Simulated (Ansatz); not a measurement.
Geometry optimisation, RKS B3LYP-D4/def2-SVP (Ansatz).

input.yaml

```yaml
crystal:
  periodic: [false, false, false]
  atoms:
    - { symbol: B, position_ang: [-0.4367, 0.0058, 0.0896] }
    - { symbol: H, position_ang: [-0.3086, 0.6624, -1.2714] }
    - { symbol: "N", position_ang: [0.8578, -0.2462, 0.2692] }
    - { symbol: H, position_ang: [0.5518, 0.3807, -0.8854] }
    - { symbol: Cl, position_ang: [-2.0093, -0.1177, 0.7611] }
    - { symbol: H, position_ang: [1.3451, -0.685, 1.037] }
basis:
  gaussian: { orbitals: def2-SVP }
hamiltonian:
  xc: b3lyp
  dispersion: d4
relax:
  f_tol: 0.15
  max_steps: 25
  restrain:
    - { distance: [3, 1], at: 0.62, k: 30.0 }
    - { distance: [0, 1], at: 2.45, k: 30.0 }
    - { distance: [3, 2], at: 2.32, k: 30.0 }
```

Run as:

```bash
$ ansatz run input.yaml --threads 1 --pin off --max-ram 2048MiB --backend cpu --events-out ev --progress --plain --runs-dir out
```

Where does it end, and by what steps?

The run converged. The restraints hold the end off the free minimum. After 10 steps the energy has fallen by 1.207 eV (the restraints' own energy left out); B1 moved furthest, 0.61 Å. Joined: H2–H4.

```csv
step,energy less start (eV),largest force component (eV/Å),accepted
0,0.0000,0.923,yes
1,0.0808,3.813,yes
2,-0.3241,4.314,yes
3,-0.8386,3.002,yes
4,-1.0968,1.466,yes
5,-1.1028,2.211,yes
6,-1.1685,1.103,yes
7,-1.1293,2.279,yes
8,-1.2001,2.028,yes
9,-1.2066,2.038,yes
10,-1.2068,2.037,yes
```

```xyz
6
Properties=species:S:1:pos:R:3
B -0.458 -0.260 0.643
H -0.241 0.808 -1.565
N 0.757 -0.481 0.771
H 0.351 0.581 -1.264
Cl -2.134 0.024 0.505
H 1.726 -0.673 0.909
```

Whether the end is a true minimum wasn't checked by a vibrational analysis.

Time of the run: 19 s on 1 thread of Arm Neoverse V1 (shared host), peak memory 0.12 GiB.
